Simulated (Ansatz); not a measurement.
Cubic perovskite CsSnBr3, treated with BLYP (plane waves, PAW; Ansatz, a quantum-chemistry and plane-wave program).

Run with plane-wave cutoff 520 eV, 6×6×6 k mesh, Fermi–Dirac smearing 0.01 eV, scalar-relativistic PAW data made under PBE.

Response to compression and expansion:

```
V (Å³/atom)  P (GPa)  direct gap at Γ (eV)  smallest gap on the k mesh (eV)
-----------  -------  --------------------  -------------------------------
41.372          1.17                 5.030                            0.839
42.252          0.73                 4.990                            0.930
43.133          0.35                 4.952                            1.014
44.013          0.00                 4.915                            1.092
44.893         -0.31                 4.879                            1.164
45.774         -0.59                 4.845                            1.230
46.654         -0.83                 4.811                            1.291
```

The fundamental gap (1.09 eV at the equilibrium volume, with added k points) lies elsewhere than Γ–Γ.

Note: the relaxation could not lower the start's symmetry, so the cell can be a saddle point above a distorted one.

Spin–orbit coupling is not included.
